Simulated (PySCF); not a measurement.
Compound: C₃H₄FN.
Z-matrix (Å and degrees, PBE0-D3(BJ)/def2-SVP geometry), rows numbered from 1:
```
F 
C   1  1.3614
C   2  1.4781  1  111.24
N   3  1.2534  2  140.48  1  -177.53
C   3  1.4449  2  151.61  1     2.26
H   2  1.1043  1  109.76  3  -120.88
H   2  1.1046  1  109.66  3   120.75
H   5  1.0976  3  120.51  4   101.16
H   5  1.0977  3  120.65  4  -101.15
```

Computed with PySCF at CAM-B3LYP/def2-SVPD, non-relativistic, on one gas-phase PBE0-D3(BJ)/def2-SVP geometry that isn't relaxed in the solvent. The solvent is an IEF-PCM continuum (van der Waals radii × 1.2), and excitations are vertical TDDFT with non-equilibrium linear response and a frozen core. The model holds no explicit solvent molecules, cavitation or dispersion.

Gas-phase singlets (H = HOMO, L = LUMO):

```
state  E (eV)  λ (nm)      f            leading configurations
   S1   5.456     227  0.001                           H→L 98%
   S2   6.948     178  0.054                         H-1→L 91%
   S3   7.848     158  0.089                         H→L+1 83%
   S4   7.896     157  0.000  H-2→L 74%, H-1→L+1 10%, H-4→L 8%
   S5   7.988     155  0.014            H-1→L+1 78%, H-2→L 11%
```

Problem. Give the list for chloroform (ε = 4.711), n² = 2.09.

Solution. 
```csv
state,E (eV),λ (nm),f,leading configurations,change by rank (eV)
S1,5.512,225,0.001,H→L 98%,+0.056
S2,6.871,180,0.080,H-1→L 94%,-0.077
S3,7.940,156,0.000,"H-2→L 77%, H-4→L 9%",+0.092
S4,8.000,155,0.106,H→L+1 85%,+0.104
S5,8.075,154,0.017,H-1→L+1 82%,+0.087
```

Problem. The ground-state energy changes by -0.186 eV from gas to chloroform. By how much does the total energy of gas-phase S1 change?

Solution. E(S1) = E(S0) + excitation energy, so it changes by -0.186 + 0.056 = -0.130 eV: it is lowered less than the ground state, which is what a blue shift means. This is the vertical state, with the slow part of the continuum still set for S0.

Problem. How do the frontier levels move from gas to chloroform?

Solution. 
| orbital | gas (eV) | solvent (eV) | change (eV) |
| --- | --- | --- | --- |
| LUMO+2 | 1.91 | 2.14 | +0.23 |
| LUMO+1 | 1.18 | 1.40 | +0.22 |
| LUMO | 0.54 | 0.63 | +0.09 |
| HOMO | -9.55 | -9.55 | 0.00 |
| HOMO-1 | -9.90 | -9.81 | +0.09 |
| HOMO-2 | -12.06 | -12.02 | +0.04 |
| HOMO-3 | -12.35 | -12.17 | +0.18 |

The HOMO–LUMO gap goes from 10.09 to 10.18 eV.
